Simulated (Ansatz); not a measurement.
What a trial cell of SrOs2 relaxes into

All numbers below come from Ansatz 0.2.0, DFT PBE, scalar-relativistic, plane waves, PAW. Cutoff 420 eV, Γ-centred k mesh, Gaussian smearing, no spin polarisation in the final step.

The start puts SrOs2 on the sites of a reported Li2Pt cell (P6/mmm, No. 191), with Sr in place of Pt, Os in place of Li, at a guessed volume.

```yaml
crystal:
  lattice:
    - [4.77321, 0.00000, 0.00000]
    - [-2.38661, 4.13372, 0.00000]
    - [0.00000, 0.00000, 3.03429]
  atoms:
    - { symbol: Sr, position: [0.00000, 0.00000, 0.00000] }
    - { symbol: Os, position: [0.33333, 0.66667, 0.50000] }
    - { symbol: Os, position: [0.66667, 0.33333, 0.50000] }
```

Cell and atoms relax at zero pressure; the relaxation can't lower the symmetry of the start. After a coarse first stage the cell is made exact in the group found at 0.06 Å.

Energies over the elements count from the elements' standard structures at the same level, with no empirical corrections.

Problem. Which crystal results?

Solution. It keeps P6/mmm (No. 191), but not the shape of the type it started on. The result has the AlB2 structure. Conventional cell: a = 4.146 Å, c = 5.027 Å. Around Sr lie 12 Os at 3.47 Å; Os is coordinated by 3 Os at 2.39 Å.

```cif
data_structure
_symmetry_space_group_name_H-M 'P6/mmm'
_symmetry_Int_Tables_number 191
_cell_length_a 4.1464
_cell_length_b 4.1464
_cell_length_c 5.0273
_cell_angle_alpha 90.000
_cell_angle_beta 90.000
_cell_angle_gamma 120.000
_cell_volume 74.85
loop_
_atom_site_label
_atom_site_type_symbol
_atom_site_symmetry_multiplicity
_atom_site_Wyckoff_symbol
_atom_site_fract_x
_atom_site_fract_y
_atom_site_fract_z
_atom_site_occupancy
Sr1 Sr 1 a 0.00000 0.00000 0.00000 1
Os1 Os 2 d 0.33333 0.66667 0.50000 1
```

Problem. What are its volume, energy, density and gap?

Solution. The volume per atom is 24.95 Å³, the density is 10.38 g/cm³ and the energy over the elements is 0.36 eV/atom. The gap on the 12×12×10 mesh is 0 eV (a metal).

The final run used a 12×12×10 mesh on its 3-atom cell and 0.10 eV smearing. The k mesh leaves about 4 meV/atom of noise in metals. Spin–orbit coupling is left out. Symmetry constrained the relaxation, so the result can be a saddle point.